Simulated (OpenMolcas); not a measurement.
**C2H2FN (SMILES N=C=CF), run twice**

Aim: a structure relaxation of C2H2FN at MP2/def-SVP.

Program for the calculation: OpenMolcas 26.06.

5 further runs of the same task are left out: 5 set aside as unsound or not needed.

## 1. The structure to begin with

The species is C2H2FN (6 atoms), meant as a singlet with charge 0. As SMILES, `N=C=CF`. The coordinates come from a GFN2-xTB relaxation. The run starts from this shape.

Bond lengths: N1–C2 1.211 Å, C2–C3 1.302 Å, C3–F4 1.355 Å, N1–H5 1.013 Å, C3–H6 1.078 Å. Angles: N1–C2–C3 170.1°, C2–C3–F4 122.7°, C2–N1–H5 121.9°, C2–C3–H6 123.7°, F4–C3–H6 113.6°.

## 2. Try one

The input, test.inp:

```
* C2H2FN MP2
&GATEWAY
Coord
6
angstrom
N       -0.163850       1.315300      -0.861080
C       -0.039270       0.308620      -0.198730
C        0.207610      -0.642510       0.655790
F        1.139330      -1.601250       0.434200
H       -0.829560       1.376010      -1.622650
H       -0.314260      -0.756170       1.592480
Basis=def-SVP
Group=NoSym
>>> EXPORT MOLCAS_MAXITER=30
>>> Do While
&SEWARD
&SCF
PrOrbitals=1 1
&MBPT2
Frozen=15
Grdt
&SLAPAF
>>> EndDo
```

Started as:

```
$ export MOLCAS_MEM=1860
$ pymolcas test.inp > test.log
```

Log:

```text
--- Start Module: gateway ---
[...]
--- Stop Module: gateway /rc=_RC_ALL_IS_WELL_ ---
[...]
      Basis functions           66
[...]
       Convergence after  12 Iterations
[...]
::    Total SCF energy                               -230.5199120317
[...]
WARNING!
Default frozen orbitals as non valence orbitals is overwritten by user input.
Default values:   4
[...]
       Reference weight ( Cref**2 )         =        1.00000
::    Total MBPT2 energy                             -230.5199120317
[...]
      Total MBPT2 calculations                           0.69      0.85
[...]
 *              Molecular gradients               *
 **************************************************
  Irreducible representation: a
 ------------------------------------------------------------------------------------------
                              X                       Y                       Z
 ------------------------------------------------------------------------------------------
  N1               -1.25614664984722E-03   -2.41570390857859E-03    2.17529571454378E-04
  C2               -1.83144745941943E-04   -1.01877185638595E-02    7.68892839712670E-03
  C3               -1.40519430436243E-02    2.28195936756332E-02   -4.03057000970541E-03
  F4                1.54712980467853E-02   -1.72961010824242E-02    4.28461124091617E-04
  H5               -1.57969339548147E-03    8.61456245013492E-03   -5.94678816781746E-03
  H6                1.59962978816486E-03   -1.53463257089204E-03    1.64243908485329E-03
 ------------------------------------------------------------------------------------------
[...]
WARNING!
Default frozen orbitals as non valence orbitals is overwritten by user input.
Default values:   4
[...]
WARNING!
Default frozen orbitals as non valence orbitals is overwritten by user input.
Default values:   4
[...]
WARNING!
Default frozen orbitals as non valence orbitals is overwritten by user input.
Default values:   4
[...]
WARNING!
Default frozen orbitals as non valence orbitals is overwritten by user input.
Default values:   4
[...]
--- Start Module: slapaf ---
[...]
 Geometry is converged in   9 iterations to a Minimum Structure
*****************************************************************************************************************
*****************************************************************************************************************
++ Geometry section
********************************************************************************
  Geometrical information of the final structure
********************************************************************************
  NOTE: on convergence the final predicted structure will be printed here.
  This is not identical to the structure printed in the head of the output.
 *********************************************************
[...]
--- Stop Module: slapaf /rc=_RC_INVOKED_OTHER_MODULE_ ---
--- Start Module: last_energy ---
[...]
       Convergence after   5 Iterations
[...]
::    Total SCF energy                               -230.5223106049
[...]
      Total spin, S                                     0.0000000000
[...]
      Total electronic charge=   30.000000
      Total            charge=   -0.000000
[...]
WARNING!
Default frozen orbitals as non valence orbitals is overwritten by user input.
Default values:   4
[...]
       Reference weight ( Cref**2 )         =        1.00000
::    Total MBPT2 energy                             -230.5223106049
[...]
      Dipole Moment (debye):
      Origin of the operator (angstrom)=    0.3458   -0.2339    0.0197
                   X= -2.2272E+00               Y= -8.4066E-03               Z= -1.9656E-01           Total=  2.2359E+00
      Quadrupole Moment (debye*angstrom):
[...]
      Total MBPT2 calculations                           0.70      0.84
--- Stop Module: last_energy /rc=_RC_ALL_IS_WELL_ ---
[...]
```

It took 38 s on 1 thread of Arm Neoverse V2, shared host; peak memory 0.41 GiB.

## 3. Diagnosis

The program ended normally, but the settings are unsound, so its numbers aren't properties of the molecule.

The cause is that too many or the wrong orbitals are frozen. To mend it: frozen core orbitals 4 in place of 15.

## 4. Try two

Changes to test.inp since step 2:

```diff
@@ -1,2 +1,2 @@
-* C2H2FN MP2
+>>> EXPORT MOLCAS_PRINT=2
 &GATEWAY
@@ -13,3 +13,3 @@
 Group=NoSym
->>> EXPORT MOLCAS_MAXITER=30
+>>> EXPORT MOLCAS_MAXITER=50
 >>> Do While
@@ -17,5 +17,5 @@
 &SCF
-PrOrbitals=1 1
+PrOrbitals=0
 &MBPT2
-Frozen=15
+Frozen=4
 Grdt
```

Started as:

```
$ export MOLCAS_MEM=1860
$ pymolcas test.inp > test.log
```

Log, shortened:

```text
--- Start Module: gateway ---
[...]
--- Stop Module: gateway /rc=_RC_ALL_IS_WELL_ ---
[...]
      Basis functions           66
[...]
       Convergence after  12 Iterations
[...]
::    Total SCF energy                               -230.5199120317
[...]
       Reference weight ( Cref**2 )         =        0.84690
::    Total MBPT2 energy                             -231.1147672715
[...]
      Total MBPT2 calculations                           1.30      1.59
[...]
 *              Molecular gradients               *
 **************************************************
  Irreducible representation: a
 ------------------------------------------------------------------------------------------
                              X                       Y                       Z
 ------------------------------------------------------------------------------------------
  N1               -5.53096115876919E-03   -3.89592246962689E-02    1.49447776757432E-02
  C2                3.59665279624521E-03    8.19328358814964E-03    1.25617177632800E-03
  C3               -1.16223284545436E-02    2.81182689428339E-02   -1.79465838792705E-02
  F4                4.22438416672222E-04   -1.76014733988339E-03    3.04640694329555E-03
  H5                6.94387973362653E-03    5.83805968494411E-03    4.76647301918387E-03
  H6                6.19031866680775E-03   -1.43024017972826E-03   -6.06724553521198E-03
 ------------------------------------------------------------------------------------------
[...]
WARNING!
[...]
--- Start Module: slapaf ---
[...]
--- Stop Module: slapaf /rc=_RC_INVOKED_OTHER_MODULE_ ---
--- Start Module: last_energy ---
[...]
       Convergence after   5 Iterations
[...]
::    Total SCF energy                               -230.5194570776
[...]
      Total spin, S                                     0.0000000000
[...]
      Total electronic charge=   30.000000
      Total            charge=   -0.000000
[...]
       Reference weight ( Cref**2 )         =        0.84414
::    Total MBPT2 energy                             -231.1178727081
[...]
      Dipole Moment (debye):
      Origin of the operator (angstrom)=    0.3503   -0.2417    0.0211
                   X= -2.0726E+00               Y=  1.4848E-01               Z= -3.5733E-01           Total=  2.1084E+00
      Quadrupole Moment (debye*angstrom):
[...]
      Total MBPT2 calculations                           1.27      1.59
--- Stop Module: last_energy /rc=_RC_ALL_IS_WELL_ ---
[...]
```

Run time: 41 s. Hardware: 1 thread of Arm Neoverse V2, shared host; peak memory 0.41 GiB.

Steps, from the record of the run:

| step | energy from the first frame kept (eV) | largest force (eV/Å) |
| --- | --- | --- |
| 0 | 0.0000 | 2.1645 |
| 1 | -0.0625 | 0.7279 |
| 2 | -0.0789 | 0.2253 |
| 3 | -0.0822 | 0.2684 |
| 4 | -0.0839 | 0.1158 |
| 5 | -0.0842 | 0.0389 |
| 6 | -0.0845 | 0.0132 |
| 7 | -0.0845 | 0.0109 |

After the run. Bond lengths: N1–C2 1.240 Å, C2–C3 1.326 Å, C3–F4 1.349 Å, N1–H5 1.027 Å, C3–H6 1.089 Å. Angles: N1–C2–C3 172.1°, C2–C3–F4 121.7°, C2–N1–H5 113.5°, C2–C3–H6 122.5°, F4–C3–H6 115.7°.

## 5. Results

Level: MP2/def-SVP.

| quantity | value |
| --- | --- |
| total energy at the end | -231.11787 Eh |
| dipole moment (mean-field density) | 2.31 D |
| HOMO energy (Hartree–Fock orbitals) | -9.82 eV |
| LUMO energy (Hartree–Fock orbitals) | 3.19 eV |
| HOMO–LUMO gap (Hartree–Fock orbitals) | 13.01 eV |
| correlation energy (4 core orbitals frozen) | -598.4 mEh |

**Reading.** The first attempt's energy was +16.206 eV off this one. The optimisation took 7 steps and changed the energy by -0.085 eV. Mulliken charges of the mean-field density run from -0.33 on F4 to +0.18 on H5.
